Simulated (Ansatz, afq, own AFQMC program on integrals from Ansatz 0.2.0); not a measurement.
Integrals from Ansatz 0.2.0, then the random walk in our own AFQMC program (afq).

```yaml
crystal:
  periodic: [false, false, false]
  atoms:
    - {symbol: H, position_ang: [0.000000, 0.000000, -1.097000]}
    - {symbol: H, position_ang: [0.000000, 0.000000, -0.217000]}
    - {symbol: Cl, position_ang: [0.000000, 0.000000, 1.314000]}
basis:
  gaussian: {orbitals: cc-pVTZ}
magnetization: {spin_polarized: true, initial_magnetization: 1}
correlation: {method: ccsd_t, electrons: outside_noble_gas, hamiltonian_folder: ham}
```

```sh
$ ansatz run in.yaml --threads 1 --pin off --events-out ev --progress --plain --max-ram 16896MiB --backend cuda --devices 0, --max-vram 18GiB
```

afq runs on the folder ham with

```
--method phaseless --trial hf --walkers 4000 --populations 20 --least-time 40 --time-step 0.005 --steps-per-block 20 --equilibration-blocks 112 --max-blocks 4000 --target-error 0.0009000 --factor-cut 1e-05 --start spin_pure --seed 2703 --taylor-order 6
```

Times are imaginary, in 1/Eh. The walk had a cap of 77 s. With eight or more populations the least sampling time is a fifth of least-time, and the error comes from their spread.

afq prints:

```
orbitals 57  electrons 5 4  factors 341 of 349
reference energy -460.58566762 Eh
CCSD correlation -0.23564101 Eh in 10 cycles, weight of the determinant in the CISD state 0.9053
energy of the start -460.586845 Eh
 block  time / (1/Eh)  mean weight  energy / Eh
     1     0.100  1.0013  -460.647620
     2     0.200  1.0016  -460.690261
     3     0.300  1.0016  -460.721038
     4     0.400  1.0016  -460.745102
     5     0.500  1.0014  -460.762563
     7     0.700  1.0014  -460.785145
     9     0.900  1.0004  -460.800980
    13     1.300  1.0000  -460.816062
    21     2.100  1.0000  -460.823125
    29     2.900  0.9998  -460.830656
    37     3.700  0.9997  -460.829820
    45     4.500  0.9999  -460.828825
    53     5.300  1.0002  -460.827546
    61     6.100  0.9999  -460.828041
    69     6.900  1.0001  -460.828108
    77     7.700  0.9999  -460.833063
    85     8.500  1.0003  -460.826801
    93     9.300  1.0005  -460.827907
   101    10.100  0.9997  -460.829198
   109    10.900  1.0000  -460.829301
   117    11.700  1.0001  -460.830086
   121    12.100  1.0003  -460.835142
   125    12.500  1.0001  -460.826589
   133    13.300  1.0000  -460.828408
   141    14.100  0.9998  -460.828549
   149    14.900  1.0001  -460.827565
   157    15.700  1.0000  -460.829645
   161    16.100  0.9999  -460.824506
   165    16.500  1.0001  -460.828295
   173    17.300  1.0000  -460.829204
   181    18.100  1.0000  -460.829178
   189    18.900  0.9997  -460.825436
error from the spread of 20 populations
energy -460.828693 +/- 0.000771 Eh
(rows thinned)
```

The run passed its tests (sampling time, drift between the halves within three errors, error under three times the target), which doesn't prove that it has relaxed.

Against this walk (error 21.0 meV) on the same determinant: CCSD(T) 18.6 meV lower (within the noise), CCSDT(Q) 47.3 meV lower, a separate phaseless walk with a CISD trial and standard settings 32.3 ± 21.1 meV lower (within the noise). The error is statistical and leaves out the bias of the constraint.

Cautions: constraint bias not in the error.

The walk took 19 s on 1 × NVIDIA H100 80GB HBM3 with 2 threads of AMD EPYC 7R13 Processor (Zen 3), with other jobs on the host (the card was shared). The log's last line is the phaseless energy.

CCSDT and higher add their correlation energy to the determinant of the CCSD(T) run, since their own runs factorise the integrals more tightly (a shift of under 2 meV). A walk keeps the symmetry of its determinant, which the program's search chose and which needn't be the lowest solution, so a lower state of the same spin and another symmetry isn't excluded.
